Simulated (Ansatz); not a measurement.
A made-up structure of CH$_{3}$LiN (charge -1), singlet:

```
6
angstrom
Li 2.0104 1.3259 1.3357
C -0.2368 -0.5750 0.0166
N 0.6594 0.4343 0.1782
H 0.0850 -1.1636 -0.8607
H 1.3423 0.7016 -0.5165
H 0.4599 1.1524 0.8535
```

It is relaxed with PBE-D4/def2-SVPD and then PBE0-D4/def2-TZVPD (Ansatz 0.2.0). Atoms count as bonded within 1.22 times the sum of their covalent radii (H–H: 0.88 Å). The end point is not checked to be a true minimum.

Task: Does its bonding change? (Judge from chemistry; the calculation decides.)

Result: By the calculation: Yes. Formed: Li1–C2; broken: Li1–N3, Li1–H6.

Where it ends: The first stage lowers the energy by 1.06 eV in 23 steps. It ends as CH₃LiN ([Li][CH][NH2]), total charge -1:
```
6
angstrom
Li 1.9936 -0.4944 2.0313
C 0.6614 -0.2488 0.4302
N 0.3066 0.8964 -0.2107
H 0.7093 -1.0497 -0.3287
H 0.3133 1.0091 -1.2144
H 0.3360 1.7630 0.2991
```

Labels in which every atom is bracketed show which atoms are joined, not bond orders.

For scale, one of the runs: PBE0-D4/def2-TZVPD relaxation, 118 basis functions, launched by `ansatz run in.yaml --threads 2 --pin off --events-out ev --progress --plain --max-ram 4352MiB`. Hardware: 2 CPU threads of an Arm Neoverse V2, shared host. Wall time about 31 s.
